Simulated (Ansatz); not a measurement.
For hematite (α-Fe2O3), PBE in Ansatz (plane waves, PAW) gives:

```
Quantity                                                    Result
---------------------------------------------------------  -------
band gap at the measured cell (atoms relaxed with PBEsol)  0.58 eV
magnetic moment                                            3.32 μB
```

Task: What does HSE06 (PAW; Ansatz, an electronic-structure program) give for the same quantities?

Result: 
- band gap at the measured cell (atoms relaxed with PBEsol): 3.48 eV (goes up by 2.90 eV)
- magnetic moment: 3.93 μB (increases by 0.61 μB)

For comparison: band gap 2.6 eV (measured, temperature not stated, no zero-point or thermal correction, photoemission and inverse photoemission; as tabulated in Parkinson (2016), arXiv:1602.06774).

Changes are worked out from the printed values.

Unless a cell is named, each level is at its own relaxed cell.

Density-functional gaps are differences of (generalised) Kohn–Sham levels.

Spin-polarised runs: PBE (opposed moments), HSE06 (opposed moments).

Ansatz's density-functional and Hartree–Fock values are scalar-relativistic unless marked +SOC, with PAW data made under PBE.
